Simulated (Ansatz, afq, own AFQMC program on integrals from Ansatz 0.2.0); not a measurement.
Integrals from Ansatz 0.2.0, then the random walk in our own AFQMC program (afq).

```yaml
crystal:
  periodic: [false, false, false]
  atoms:
    - {symbol: Pt, position_ang: [0.004818, 0.000000, 0.174084]}
    - {symbol: O, position_ang: [-0.110390, 0.000000, -1.857469]}
    - {symbol: H, position_ang: [0.409891, -0.777259, -2.104556]}
    - {symbol: H, position_ang: [0.409892, 0.777259, -2.104556]}
basis:
  gaussian: {orbitals: def2-SVP}
magnetization: {spin_polarized: false}
correlation: {method: ccsd_t, electrons: outside_noble_gas, hamiltonian_folder: ham}
```

```sh
$ ansatz run in.yaml --threads 1 --pin off --events-out ev --progress --plain --max-ram 16896MiB --backend cuda --devices 0, --max-vram 18GiB
```

afq runs on the folder ham with

```
--method phaseless --trial cisd --walkers 4000 --populations 20 --least-time 60 --time-step 0.005 --steps-per-block 50 --equilibration-blocks 40 --max-blocks 4000 --target-error 0.00026 --factor-cut 1e-05 --seed 219 --release-times 0.24,0.6,1.2,1.8,2.6 --release-step 0.04 --release-every 4 --taylor-order 6
```

Times are imaginary, in 1/Eh. The walk had a cap of 127 s. With eight or more populations the least sampling time is a fifth of least-time, and the error comes from their spread. Core potentials past Kr, no spin–orbit coupling.

afq prints:

```
orbitals 51  electrons 9 9  factors 427 of 558
reference energy -194.32526304 Eh
CCSD correlation -0.45548199 Eh in 18 cycles, weight of the determinant in the CISD state 0.8513
energy of the start -194.780737 Eh
 block  time / (1/Eh)  mean weight  energy / Eh
     1     0.250  0.9997  -194.772220
     2     0.500  1.0001  -194.778426
     3     0.750  0.9999  -194.783487
     4     1.000  0.9999  -194.785841
     5     1.250  0.9998  -194.789275
     8     2.000  1.0000  -194.792112
    13     3.250  1.0000  -194.793944
    22     5.500  0.9998  -194.793668
    28     7.000  0.9995  -194.792364
    31     7.750  1.0002  -194.793074
    40    10.000  0.9999  -194.794662
    49    12.250  1.0000  -194.792900
    58    14.500  0.9998  -194.794433
    67    16.750  0.9999  -194.796762
    76    19.000  1.0001  -194.792493
    85    21.250  0.9998  -194.793853
    94    23.500  1.0002  -194.794093
   103    25.750  1.0001  -194.794423
   112    28.000  0.9999  -194.796541
   118    29.500  1.0004  -194.795327
error from the spread of 20 populations
released: time / (1/Eh)  energy / Eh  error  mean overlap
  0.24  -194.794486  0.000294  0.9977
  0.60  -194.794937  0.000342  0.9948
  1.20  -194.795508  0.000227  0.9877
  1.80  -194.794963  0.000355  0.9761
  2.60  -194.794042  0.000767  0.9853
energy -194.794440 +/- 0.000234 Eh
(rows thinned)
```

The run passed its tests (sampling time, drift between the halves within three errors, error under three times the target), which doesn't prove that it has relaxed.

Against this walk (error 6.4 meV) on the same determinant: CCSD(T) 45.5 meV higher, CCSDT(Q) 3.9 meV higher (within the noise). The error is statistical and leaves out the bias of the constraint. Released to 1.80 1/Eh the energy moves by -14 ± 12 meV (both errors), within twice the noise.

Cautions: constraint bias not in the error; no spin-orbit coupling; outer-core shells of the metal frozen; higher spins were not checked; restricted determinant unstable towards unrestricted (UHF 265 meV lower, ⟨S²⟩ 0.67).

The walk took 58 s on 1 × NVIDIA H100 80GB HBM3 with 2 threads of AMD EPYC 7R13 Processor (Zen 3), with other jobs on the host (the card was shared). The log's last line is the phaseless energy.

CCSDT and higher add their correlation energy to the determinant of the CCSD(T) run, since their own runs factorise the integrals more tightly (a shift of under 2 meV). A walk keeps the symmetry of its determinant, which the program's search chose and which needn't be the lowest solution, so a lower state of the same spin and another symmetry isn't excluded.
